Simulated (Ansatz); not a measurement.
Energy needed to pull apart AlBH$_{4}$O (SMILES B[O][AlH2]), closed shell, into free ground-state atoms, from the structure below (displaced at random from a GFN2-xTB minimum); no zero-point or spin–orbit terms; open-shell atoms are treated unrestricted, in their ground-state multiplicity.

```
7
angstrom
B -1.2113 0.4935 -0.8155
O -0.2271 0.0884 -0.1170
Al 1.3341 -0.5407 0.6988
H -1.7833 -0.2972 -1.6743
H -1.7975 1.5318 -0.5545
H 1.9361 0.5623 1.9467
H 1.7878 -1.7944 0.5024
```

Computed with Ansatz 0.2.0 (basis: def2-TZVPP); correlated methods freeze the cores.

```
    method  atomization energy (kJ/mol)
    PBE-D4                         2247
 r2SCAN-D4                            ?
   PBE0-D4                         2216
r2SCANh-D4                         2244
  HSE06-D4                         2217
   wB97M-V                         2261
        HF                         1710
       MP2                         2231
      CCSD                            ?
   CCSD(T)                         2194
```

(1) What does CCSD give? (An estimate is asked for; the value comes from the calculation.)

(2) What does r2SCAN-D4 give? (An estimate is asked for; the value comes from the calculation.)

T1 diagnostic: at most 0.013.

Results:

(1) By the calculation: 2170 kJ/mol, which is about 24 kJ/mol less than CCSD(T)/def2-TZVPP.

(2) By the calculation: 2259 kJ/mol, which is about 65 kJ/mol more than CCSD(T)/def2-TZVPP.

In triple zeta the MP2 and coupled-cluster atomization energies are still short of their basis limit by a few kcal/mol a bond, whereas those of the functionals are nearly converged, so these differences are not deviations from converged CCSD(T).

For scale, one of the runs: CCSD(T)/def2-TZVPP forces, 160 basis functions (an equivalent command: `ansatz run in.yaml --threads 4`). Time: 43 s of wall clock on 4 CPU threads; the host was shared. Peak host memory: 2.2 GiB.
